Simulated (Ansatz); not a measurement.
# CF, CF2, CHF and more: relaxing the atoms

The task, for CF, CF2, CHF and more: 9 runs in a chain (relaxing the atoms).

Method: DFT B3LYP, Gaussian basis def2-TZVPP, and further levels as typed in the inputs, in Ansatz 0.2.0.

### Step 1. The system as given

Bond lengths: C1–F2 1.160 Å.

As a file:

```xyz
2

C     0.0000    0.0000   -0.5800
F     0.0000    0.0000    0.5800
```

### Step 2. Relaxing the atoms: CF, charge +1

File input.yaml:

```yaml
relax:
  f_tol: 0.001
  max_steps: 200
crystal:
  periodic: [false, false, false]
  atoms:
    - { symbol: C, position_ang: [0.0, 0.0, -0.58] }
    - { symbol: F, position_ang: [0.0, 0.0, 0.58] }
total_charge: 1
basis:
  gaussian: { orbitals: def2-TZVPP }
hamiltonian:
  xc: { name: B3LYP }
```

Launch:

```bash
$ ansatz run input.yaml --threads 4 --pin off --max-ram 12288MiB --backend cpu --events-out ev --progress --plain --runs-dir out
```

What it wrote, cut to the lines that bear on the results:

```text
Warning: RAYON_NUM_THREADS=4 ignored (pool sized by the plan → 4); use --threads N
[...]
Functional definition: B3LYP
[...]
336 factors; their error is unknown
[...]
mean field -3741.44013562 eV, -137.4953889450 hartree, gradient 3.4e-5 eV, S^2 0.000000; 0 other end points of the search recorded, 0 dependent functions left out
[...]
reference -3741.44026434 eV, -137.4953936750 hartree; 7, 7 occupied and 55, 55 virtual orbitals, 336 factors
relax step   1: F+E_penalty+E_count = -3741.44013562 eV  Δ(F+E_penalty+E_count) = +0.000e0 eV  max|allowed force component| = 3.472e-1 eV/Å  Δτ_max = 0.0000 Å  (23 SCF iters, accepted)
[...]
relax step   3: F+E_penalty+E_count = -3741.44084706 eV  Δ(F+E_penalty+E_count) = -4.668e-5 eV  max|allowed force component| = 1.058e-3 eV/Å  Δτ_max = 0.0005 Å  (27 SCF iters, accepted)
[...]
relax step   4: F+E_penalty+E_count = -3741.44084707 eV  Δ(F+E_penalty+E_count) = -6.486e-9 eV  max|allowed force component| = 2.833e-6 eV/Å  Δτ_max = 0.0000 Å  (27 SCF iters, accepted)
336 factors; their error is unknown
mean field -3741.44084707 eV, -137.4954150900 hartree, gradient 1.5e-5 eV, S^2 0.000000; 1 other end points of the search recorded, 0 dependent functions left out
[...]
reference -3741.44097570 eV, -137.4954198173 hartree; 7, 7 occupied and 55, 55 virtual orbitals, 336 factors
Total energy: -3741.44097570 eV, -137.4954198173 hartree
Atom 0 at     0.000000     0.000000    -0.577961 Å, force    -0.000000    -0.000000     0.000003 eV/Å
Atom 1 at    -0.000000    -0.000000     0.577961 Å, force     0.000000     0.000000    -0.000003 eV/Å
Dipole moment:     0.000000     0.000000    -0.199263 e Å
```

Wall time 1.6 s (4 threads of Arm Neoverse N1, shared host); peak memory 0.093 GiB.

Relaxation path:

| step | E - E(step 1) (eV) | largest force component (eV/Å) |
| --- | --- | --- |
| 1 | 0.0000 | 0.3472 |
| 2 | -0.0007 | 0.0896 |
| 3 | -0.0007 | 0.0011 |
| 4 | -0.0007 | 0.0000 |

Step 1 is the start.

Before: Bond lengths: C1–F2 1.160 Å.

After: Bond lengths: C1–F2 1.156 Å.

### Step 3. Relaxing the atoms: CF2, charge +0

File input.yaml:

```yaml
relax:
  f_tol: 0.001
  max_steps: 200
crystal:
  periodic: [false, false, false]
  atoms:
    - { symbol: F, position_ang: [1.031359, 0.0, 0.79139] }
    - { symbol: C, position_ang: [0.0, 0.0, 0.0] }
    - { symbol: F, position_ang: [-1.031359, 0.0, 0.79139] }
basis:
  gaussian: { orbitals: def2-TZVPP }
hamiltonian:
  xc: { name: B3LYP }
```

Launch:

```bash
$ ansatz run input.yaml --threads 4 --pin off --max-ram 12288MiB --backend cpu --events-out ev --progress --plain --runs-dir out
```

What it wrote, cut to the lines that bear on the results:

```text
Warning: RAYON_NUM_THREADS=4 ignored (pool sized by the plan → 4); use --threads N
[...]
[... 1 set-up line as earlier in the session ...]
[...]
492 factors; their error is unknown
[...]
mean field -6471.05164747 eV, -237.8067618083 hartree, gradient 5.2e-6 eV, S^2 0.000000; 0 other end points of the search recorded, 0 dependent functions left out
[...]
reference -6471.05179198 eV, -237.8067671188 hartree; 12, 12 occupied and 81, 81 virtual orbitals, 492 factors
relax step   1: F+E_penalty+E_count = -6471.05164747 eV  Δ(F+E_penalty+E_count) = +0.000e0 eV  max|allowed force component| = 2.330e-1 eV/Å  Δτ_max = 0.0000 Å  (26 SCF iters, accepted)
[...]
relax step   3: F+E_penalty+E_count = -6471.05228783 eV  Δ(F+E_penalty+E_count) = -1.418e-4 eV  max|allowed force component| = 1.364e-3 eV/Å  Δτ_max = 0.0013 Å  (30 SCF iters, accepted)
[...]
relax step   4: F+E_penalty+E_count = -6471.05228787 eV  Δ(F+E_penalty+E_count) = -4.582e-8 eV  max|allowed force component| = 8.717e-5 eV/Å  Δτ_max = 0.0000 Å  (30 SCF iters, accepted)
492 factors; their error is unknown
mean field -6471.05228787 eV, -237.8067853426 hartree, gradient 1.6e-5 eV, S^2 0.000000; 1 other end points of the search recorded, 0 dependent functions left out
[...]
reference -6471.05243244 eV, -237.8067906554 hartree; 12, 12 occupied and 81, 81 virtual orbitals, 492 factors
Total energy: -6471.05243244 eV, -237.8067906554 hartree
Atom 0 at     1.032488    -0.000000     0.792880 Å, force     0.000087    -0.000000    -0.000025 eV/Å
Atom 1 at    -0.000000     0.000000    -0.002980 Å, force    -0.000000     0.000000     0.000051 eV/Å
Atom 2 at    -1.032488    -0.000000     0.792880 Å, force    -0.000087    -0.000000    -0.000025 eV/Å
Dipole moment:     0.000000    -0.000000     0.131104 e Å
```

It took 3.4 s on 4 threads of Arm Neoverse N1, shared host; peak memory 0.12 GiB.

The steps of the relaxation:

```
step  energy from step 1 (eV)  largest force component (eV/Å)
   1                   0.0000                          0.2330
   2                  -0.0005                          0.1063
   3                  -0.0006                          0.0014
   4                  -0.0006                          0.0001
```

Step 1 is the start.

Before: Bond lengths: F1–C2 1.300 Å, C2–F3 1.300 Å. Angles: F1–C2–F3 105.0°.

After: Bond lengths: F1–C2 1.304 Å, C2–F3 1.304 Å. Angles: F1–C2–F3 104.7°.

### Step 4. Relaxing the atoms: unrestricted B3LYP, Gaussian basis def2-TZVPP, charge +1

File input.yaml:

```yaml
relax:
  f_tol: 0.001
  max_steps: 200
crystal:
  periodic: [false, false, false]
  atoms:
    - { symbol: F, position_ang: [1.082153, 0.0, 0.563333] }
    - { symbol: C, position_ang: [0.0, 0.0, 0.0] }
    - { symbol: F, position_ang: [-1.082153, 0.0, 0.563333] }
magnetization:
  spin_polarized: true
  initial_magnetization: 1
total_charge: 1
basis:
  gaussian: { orbitals: def2-TZVPP }
hamiltonian:
  xc: { name: B3LYP }
```

Launch:

```bash
$ ansatz run input.yaml --threads 4 --pin off --max-ram 12288MiB --backend cpu --events-out ev --progress --plain --runs-dir out
```

What it wrote, cut to the lines that bear on the results:

```text
Warning: RAYON_NUM_THREADS=4 ignored (pool sized by the plan → 4); use --threads N
[...]
[... 1 set-up line as earlier in the session ...]
[...]
492 factors; their error is unknown
[...]
mean field -6459.76968458 eV, -237.3921573191 hartree, gradient 3.0e-5 eV, S^2 0.752643; 0 other end points of the search recorded, 0 dependent functions left out
[...]
reference -6459.76982060 eV, -237.3921623177 hartree; 12, 11 occupied and 81, 82 virtual orbitals, 492 factors
relax step   1: F+E_penalty+E_count = -6459.76968458 eV  Δ(F+E_penalty+E_count) = +0.000e0 eV  max|allowed force component| = 6.752e-2 eV/Å  Δτ_max = 0.0000 Å  (30 SCF iters, accepted)
[...]
relax step   3: F+E_penalty+E_count = -6459.76986755 eV  Δ(F+E_penalty+E_count) = -5.456e-5 eV  max|allowed force component| = 2.374e-3 eV/Å  Δτ_max = 0.0012 Å  (32 SCF iters, accepted)
[...]
relax step   4: F+E_penalty+E_count = -6459.76986761 eV  Δ(F+E_penalty+E_count) = -6.239e-8 eV  max|allowed force component| = 3.126e-5 eV/Å  Δτ_max = 0.0000 Å  (20 SCF iters, accepted)
492 factors; their error is unknown
mean field -6459.76986761 eV, -237.3921640455 hartree, gradient 1.2e-5 eV, S^2 0.752641; 1 other end points of the search recorded, 0 dependent functions left out
[...]
reference -6459.77000361 eV, -237.3921690433 hartree; 12, 11 occupied and 81, 82 virtual orbitals, 492 factors
Total energy: -6459.77000361 eV, -237.3921690433 hartree
Atom 0 at     1.080059    -0.000000     0.564277 Å, force     0.000027     0.000000     0.000016 eV/Å
Atom 1 at     0.000000     0.000000    -0.001888 Å, force    -0.000000    -0.000000    -0.000031 eV/Å
Atom 2 at    -1.080059     0.000000     0.564277 Å, force    -0.000027     0.000000     0.000016 eV/Å
Dipole moment:     0.000000    -0.000000    -0.212076 e Å
```

Run time: 4.7 s. Hardware: 4 threads of Arm Neoverse N1, shared host; peak memory 0.14 GiB.

The steps of the relaxation:

```
step  energy from step 1 (eV)  largest force component (eV/Å)
   1                   0.0000                          0.0675
   2                  -0.0001                          0.0324
   3                  -0.0002                          0.0024
   4                  -0.0002                          0.0000
```

Step 1 is the start.

Before: Bond lengths: F1–C2 1.220 Å, C2–F3 1.220 Å. Angles: F1–C2–F3 125.0°.

After: Bond lengths: F1–C2 1.219 Å, C2–F3 1.219 Å. Angles: F1–C2–F3 124.7°.

### Step 5. Relaxing the atoms: CHF, B3LYP, Gaussian basis def2-TZVPP, charge +0

File input.yaml:

```yaml
relax:
  f_tol: 0.001
  max_steps: 200
crystal:
  periodic: [false, false, false]
  atoms:
    - { symbol: H, position_ang: [0.932575, 0.0, 0.755184] }
    - { symbol: C, position_ang: [0.0, 0.0, 0.0] }
    - { symbol: F, position_ang: [-0.932575, 0.0, 0.755184] }
basis:
  gaussian: { orbitals: def2-TZVPP }
hamiltonian:
  xc: { name: B3LYP }
```

Launch:

```bash
$ ansatz run input.yaml --threads 4 --pin off --max-ram 12288MiB --backend cpu --events-out ev --progress --plain --runs-dir out
```

What it wrote, cut to the lines that bear on the results:

```text
Warning: RAYON_NUM_THREADS=4 ignored (pool sized by the plan → 4); use --threads N
[...]
[... 1 set-up line as earlier in the session ...]
[...]
395 factors; their error is unknown
[...]
mean field -3767.57830902 eV, -138.4559491003 hartree, gradient 3.6e-5 eV, S^2 0.000000; 0 other end points of the search recorded, 0 dependent functions left out
[...]
reference -3767.57847322 eV, -138.4559551345 hartree; 8, 8 occupied and 68, 68 virtual orbitals, 395 factors
relax step   1: F+E_penalty+E_count = -3767.57830902 eV  Δ(F+E_penalty+E_count) = +0.000e0 eV  max|allowed force component| = 5.855e0 eV/Å  Δτ_max = 0.0000 Å  (26 SCF iters, accepted)
[...]
relax step   5: F+E_penalty+E_count = -3767.94086814 eV  Δ(F+E_penalty+E_count) = -3.252e-3 eV  max|allowed force component| = 9.760e-3 eV/Å  Δτ_max = 0.0100 Å  (31 SCF iters, accepted)
[...]
relax step   6: F+E_penalty+E_count = -3767.94086973 eV  Δ(F+E_penalty+E_count) = -1.590e-6 eV  max|allowed force component| = 4.922e-4 eV/Å  Δτ_max = 0.0002 Å  (31 SCF iters, accepted)
395 factors; their error is unknown
[...]
mean field -3767.94086973 eV, -138.4692729606 hartree, gradient 8.5e-6 eV, S^2 0.000000; 1 other end points of the search recorded, 0 dependent functions left out
[...]
reference -3767.94103490 eV, -138.4692790302 hartree; 8, 8 occupied and 68, 68 virtual orbitals, 395 factors
Total energy: -3767.94103490 eV, -138.4692790302 hartree
Atom 0 at     0.914900     0.000000     0.732178 Å, force     0.000117     0.000000     0.000025 eV/Å
Atom 1 at     0.066866     0.000000    -0.003125 Å, force     0.000375    -0.000000    -0.000332 eV/Å
Atom 2 at    -0.981765    -0.000000     0.781316 Å, force    -0.000492     0.000000     0.000306 eV/Å
Dipole moment:     0.145297     0.000000     0.273560 e Å
```

Run time: 3.2 s. Hardware: 4 threads of Arm Neoverse N1, shared host; peak memory 0.1 GiB.

Relaxation path:

```csv
step,E - E(step 1) (eV),largest force component (eV/Å)
1,0.0000,5.8553
2,-0.2945,2.2923
3,-0.3585,0.5087
4,-0.3593,0.3794
5,-0.3626,0.0098
6,-0.3626,0.0005
```

Step 1 is the start.

Before: Bond lengths: H1–C2 1.200 Å, C2–F3 1.200 Å. Angles: H1–C2–F3 102.0°.

After: Bond lengths: H1–C2 1.122 Å, C2–F3 1.310 Å. Angles: H1–C2–F3 102.3°.

### Step 6. Relaxing the atoms: unrestricted B3LYP, Gaussian basis def2-TZVPP, charge +1

File input.yaml:

```yaml
relax:
  f_tol: 0.001
  max_steps: 200
crystal:
  periodic: [false, false, false]
  atoms:
    - { symbol: H, position_ang: [1.028216, 0.0, 0.558276] }
    - { symbol: C, position_ang: [0.0, 0.0, 0.0] }
    - { symbol: F, position_ang: [-1.028216, 0.0, 0.558276] }
magnetization:
  spin_polarized: true
  initial_magnetization: 1
total_charge: 1
basis:
  gaussian: { orbitals: def2-TZVPP }
hamiltonian:
  xc: { name: B3LYP }
```

Launch:

```bash
$ ansatz run input.yaml --threads 4 --pin off --max-ram 12288MiB --backend cpu --events-out ev --progress --plain --runs-dir out
```

What it wrote, cut to the lines that bear on the results:

```text
Warning: RAYON_NUM_THREADS=4 ignored (pool sized by the plan → 4); use --threads N
[...]
[... 1 set-up line as earlier in the session ...]
[...]
395 factors; their error is unknown
[...]
mean field -3757.91050608 eV, -138.1006638953 hartree, gradient 7.3e-5 eV, S^2 0.752343; 0 other end points of the search recorded, 0 dependent functions left out
[...]
reference -3757.91065596 eV, -138.1006694032 hartree; 8, 7 occupied and 68, 69 virtual orbitals, 395 factors
relax step   1: F+E_penalty+E_count = -3757.91050608 eV  Δ(F+E_penalty+E_count) = +0.000e0 eV  max|allowed force component| = 3.456e0 eV/Å  Δτ_max = 0.0000 Å  (29 SCF iters, accepted)
[...]
relax step   5: F+E_penalty+E_count = -3757.98993999 eV  Δ(F+E_penalty+E_count) = -3.301e-6 eV  max|allowed force component| = 6.937e-3 eV/Å  Δτ_max = 0.0006 Å  (34 SCF iters, accepted)
[...]
relax step   6: F+E_penalty+E_count = -3757.98994083 eV  Δ(F+E_penalty+E_count) = -8.346e-7 eV  max|allowed force component| = 8.604e-5 eV/Å  Δτ_max = 0.0002 Å  (35 SCF iters, accepted)
395 factors; their error is unknown
[...]
mean field -3757.98994083 eV, -138.1035830683 hartree, gradient 1.8e-5 eV, S^2 0.752198; 1 other end points of the search recorded, 0 dependent functions left out
[...]
reference -3757.99008843 eV, -138.1035884925 hartree; 8, 7 occupied and 68, 69 virtual orbitals, 395 factors
Total energy: -3757.99008843 eV, -138.1035884925 hartree
Atom 0 at     1.011210     0.000000     0.543783 Å, force     0.000010    -0.000000     0.000013 eV/Å
Atom 1 at     0.029695    -0.000000     0.012945 Å, force    -0.000086     0.000000     0.000019 eV/Å
Atom 2 at    -1.040905     0.000000     0.559824 Å, force     0.000076    -0.000000    -0.000033 eV/Å
Dipole moment:     0.578204    -0.000000    -0.061232 e Å
```

It took 4.9 s on 4 threads of Arm Neoverse N1, shared host; peak memory 0.11 GiB.

The steps of the relaxation:

```csv
step,E - E(step 1) (eV),largest force component (eV/Å)
1,0.0000,3.4562
2,-0.0715,0.9989
3,-0.0793,0.0775
4,-0.0794,0.0100
5,-0.0794,0.0069
6,-0.0794,0.0001
```

Step 1 is the start.

Before: Bond lengths: H1–C2 1.170 Å, C2–F3 1.170 Å. Angles: H1–C2–F3 123.0°.

After: Bond lengths: H1–C2 1.116 Å, C2–F3 1.202 Å. Angles: H1–C2–F3 124.5°.

### Step 7. Relaxing the atoms: FH, B3LYP, Gaussian basis def2-TZVPP, charge +0

File input.yaml:

```yaml
relax:
  f_tol: 0.001
  max_steps: 200
crystal:
  periodic: [false, false, false]
  atoms:
    - { symbol: H, position_ang: [0.0, 0.0, -0.46] }
    - { symbol: F, position_ang: [0.0, 0.0, 0.46] }
basis:
  gaussian: { orbitals: def2-TZVPP }
hamiltonian:
  xc: { name: B3LYP }
```

Launch:

```bash
$ ansatz run input.yaml --threads 4 --pin off --max-ram 12288MiB --backend cpu --events-out ev --progress --plain --runs-dir out
```

What it wrote, cut to the lines that bear on the results:

```text
Warning: RAYON_NUM_THREADS=4 ignored (pool sized by the plan → 4); use --threads N
[...]
[... 1 set-up line as earlier in the session ...]
[...]
215 factors; their error is unknown
[...]
mean field -2734.54625366 eV, -100.4927212798 hartree, gradient 2.4e-6 eV, S^2 0.000000; 0 other end points of the search recorded, 0 dependent functions left out
[...]
reference -2734.54634449 eV, -100.4927246180 hartree; 5, 5 occupied and 40, 40 virtual orbitals, 215 factors
relax step   1: F+E_penalty+E_count = -2734.54625366 eV  Δ(F+E_penalty+E_count) = +0.000e0 eV  max|allowed force component| = 1.225e-1 eV/Å  Δτ_max = 0.0000 Å  (22 SCF iters, accepted)
[...]
relax step   2: F+E_penalty+E_count = -2734.54637422 eV  Δ(F+E_penalty+E_count) = -1.206e-4 eV  max|allowed force component| = 2.656e-2 eV/Å  Δτ_max = 0.0008 Å  (26 SCF iters, accepted)
[...]
relax step   3: F+E_penalty+E_count = -2734.54638021 eV  Δ(F+E_penalty+E_count) = -5.992e-6 eV  max|allowed force component| = 1.433e-4 eV/Å  Δτ_max = 0.0002 Å  (20 SCF iters, accepted)
215 factors; their error is unknown
[...]
mean field -2734.54638021 eV, -100.4927259307 hartree, gradient 5.8e-6 eV, S^2 0.000000; 1 other end points of the search recorded, 0 dependent functions left out
[...]
reference -2734.54647122 eV, -100.4927292750 hartree; 5, 5 occupied and 40, 40 virtual orbitals, 215 factors
Total energy: -2734.54647122 eV, -100.4927292750 hartree
Atom 0 at     0.000000     0.000000    -0.461034 Å, force     0.000000    -0.000000    -0.000143 eV/Å
Atom 1 at    -0.000000    -0.000000     0.461034 Å, force    -0.000000     0.000000     0.000143 eV/Å
Dipole moment:     0.000000     0.000000    -0.385744 e Å
```

It took 0.8 s on 4 threads of Arm Neoverse N1, shared host; peak memory 0.079 GiB.

Relaxation path:

| step | energy from step 1 (eV) | largest force component (eV/Å) |
| --- | --- | --- |
| 1 | 0.0000 | 0.1225 |
| 2 | -0.0001 | 0.0266 |
| 3 | -0.0001 | 0.0001 |

Step 1 is the start.

Before: Bond lengths: H1–F2 0.920 Å.

After: Bond lengths: H1–F2 0.922 Å.

### Step 8. Relaxing the atoms: C2H2, unrestricted B3LYP, Gaussian basis def2-TZVPP, charge +1

File input.yaml:

```yaml
relax:
  f_tol: 0.001
  max_steps: 200
crystal:
  periodic: [false, false, false]
  atoms:
    - { symbol: H, position_ang: [0.0, 0.0, -1.705] }
    - { symbol: C, position_ang: [0.0, 0.0, -0.625] }
    - { symbol: C, position_ang: [0.0, 0.0, 0.625] }
    - { symbol: H, position_ang: [0.0, 0.0, 1.705] }
magnetization:
  spin_polarized: true
  initial_magnetization: 1
total_charge: 1
basis:
  gaussian: { orbitals: def2-TZVPP }
hamiltonian:
  xc: { name: B3LYP }
```

Launch:

```bash
$ ansatz run input.yaml --threads 4 --pin off --max-ram 12288MiB --backend cpu --events-out ev --progress --plain --runs-dir out
```

What it wrote, cut to the lines that bear on the results:

```text
Warning: RAYON_NUM_THREADS=4 ignored (pool sized by the plan → 4); use --threads N
[...]
[... 1 set-up line as earlier in the session ...]
[...]
478 factors; their error is unknown
[...]
mean field -2093.96416221 eV, -76.9517636214 hartree, gradient 3.5e-6 eV, S^2 0.751963; 0 other end points of the search recorded, 0 dependent functions left out
[...]
reference -2093.96433537 eV, -76.9517699847 hartree; 7, 6 occupied and 83, 84 virtual orbitals, 478 factors
relax step   1: F+E_penalty+E_count = -2093.96416221 eV  Δ(F+E_penalty+E_count) = +0.000e0 eV  max|allowed force component| = 5.680e-1 eV/Å  Δτ_max = 0.0000 Å  (31 SCF iters, accepted)
[...]
relax step   4: F+E_penalty+E_count = -2093.96623309 eV  Δ(F+E_penalty+E_count) = -1.543e-7 eV  max|allowed force component| = 1.853e-3 eV/Å  Δτ_max = 0.0001 Å  (34 SCF iters, accepted)
[...]
relax step   5: F+E_penalty+E_count = -2093.96623311 eV  Δ(F+E_penalty+E_count) = -2.043e-8 eV  max|allowed force component| = 2.107e-6 eV/Å  Δτ_max = 0.0000 Å  (35 SCF iters, accepted)
478 factors; their error is unknown
[...]
mean field -2093.96623311 eV, -76.9518397253 hartree, gradient 8.1e-6 eV, S^2 0.751954; 1 other end points of the search recorded, 0 dependent functions left out
[...]
reference -2093.96640610 eV, -76.9518460826 hartree; 7, 6 occupied and 83, 84 virtual orbitals, 478 factors
Total energy: -2093.96640610 eV, -76.9518460826 hartree
Atom 0 at     0.000000     0.000000    -1.700571 Å, force    -0.000000     0.000000    -0.000000 eV/Å
Atom 1 at    -0.000000    -0.000000    -0.621621 Å, force     0.000000     0.000000    -0.000002 eV/Å
Atom 2 at    -0.000000    -0.000000     0.621621 Å, force    -0.000000    -0.000000     0.000002 eV/Å
Atom 3 at     0.000000     0.000000     1.700571 Å, force    -0.000000     0.000000     0.000000 eV/Å
Dipole moment:    -0.000000     0.000000    -0.000000 e Å
```

Wall time 5.2 s (4 threads of Arm Neoverse N1, shared host); peak memory 0.13 GiB.

The steps of the relaxation:

```csv
step,energy from step 1 (eV),largest force component (eV/Å)
1,0.0000,0.5680
2,-0.0021,0.0151
3,-0.0021,0.0033
4,-0.0021,0.0019
5,-0.0021,0.0000
```

Step 1 is the start.

Before: Bond lengths: H1–C2 1.080 Å, C2–C3 1.250 Å, C3–H4 1.080 Å. Angles: H1–C2–C3 180.0°, C2–C3–H4 180.0°.

After: Bond lengths: H1–C2 1.079 Å, C2–C3 1.243 Å, C3–H4 1.079 Å. Angles: H1–C2–C3 180.0°, C2–C3–H4 180.0°.

[end of part 1 of 2]
